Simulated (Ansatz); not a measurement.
Molecule: NH2, net charge 0, doublet state. 
Geometry from a B3LYP-D3(BJ)/def2-TZVP (Ansatz, an electronic-structure program) optimisation:
SMILES: [NH2]
```xyz
3

N      0.0046     0.0019     0.1418
H     -0.0276     0.7996    -0.5065
H     -0.0044    -0.8126    -0.4860
```
Charge 0, spin multiplicity 2.

Basis-set convergence of Hartree-Fock and CCSD correlation energies (hartree) with Ansatz. Correlated levels leave the core frozen unless marked. UHF or UKS for open shells. No spin-orbit coupling. Non-relativistic.

```tsv
basis	functions	E(HF)	E(corr, CCSD)
def2-SVP	24	-55.51732	-0.16260
def2-TZVPP	59	-55.58859	-0.20170
def2-QZVPP	117	-55.59150	-0.21350
```

Extrapolating the two largest sets (X = 3 and 4) as X^-3: E(corr) = (64·(-0.21350) - 27·(-0.20170))/37 = -0.2221 Eh, an estimate of the basis-set limit. The largest set recovers 96.1 % of it, the smallest 73.2 %.
